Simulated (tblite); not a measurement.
C3H5P.
Numbering: `[CH3:1][CH2:2][C:3]#[P:4]` (hydrogens: H5, H6, H7 on C1; H8, H9 on C2)

The geometry is computed with GFN2-xTB (gas phase).

List the bond lengths and angles at this level.

| bond | length (Å) |
| --- | --- |
| C1–C2 | 1.531 |
| C2–C3 | 1.443 |
| C3≡P4 | 1.552 |
| C1–H5, C1–H6, C1–H7 | 1.088 |
| C2–H8, C2–H9 | 1.096 |

Bonds in one row agree within 0.01 Å and their mean is given. A selection of angles:
| angle | degrees |
| --- | --- |
| C2–C1–H5 | 110.3 |
| H5–C1–H6 | 108.4 |
| H5–C1–H7 | 108.7 |
| C1–C2–C3 | 111.4 |
| C1–C2–H8 | 109.7 |
| C3–C2–H8 | 109.1 |
| H8–C2–H9 | 107.7 |
| C2–C3–P4 | 178.3 |

The C–C distances run from 1.443 Å (C2–C3, drawn single) to 1.531 Å (C1–C2, drawn single), a spread of 0.088 Å. The 4 heavy atoms lie in one plane (0.000 Å rms).

Point group: Cs (tolerance 0.08 Å). Its GFN2-xTB frequencies are all real (lowest 141 cm⁻¹).
